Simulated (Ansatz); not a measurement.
Input for Ansatz (development build ahead of 0.2.0):

```yaml
crystal:
  periodic: [false, false, false]
  atoms:
    - { symbol: H, position_ang: [0.0, 0.0, -0.02679] }
    - { symbol: O, position_ang: [1.28702, 0.04568, 0.03536] }
    - { symbol: O, position_ang: [-1.28702, -0.04568, 0.03536] }
    - { symbol: H, position_ang: [1.73378, 0.8666, 0.50904] }
    - { symbol: H, position_ang: [-1.73378, -0.8666, 0.50904] }
    - { symbol: H, position_ang: [1.87383, -0.25424, -0.77851] }
    - { symbol: H, position_ang: [-1.87383, 0.25424, -0.77851] }
basis:
  gaussian: { orbitals: def2-TZVP }
total_charge: 1
hamiltonian:
  xc: hf
```

The input is written out in the form of the current development build from the run's settings.

Output:

```
Converged                       : yes
Total energy                    : -152.40684 hartree
Spin squared of the determinant : 0.000
```

Caution: no unrestricted run beside it, a lower state can exist.
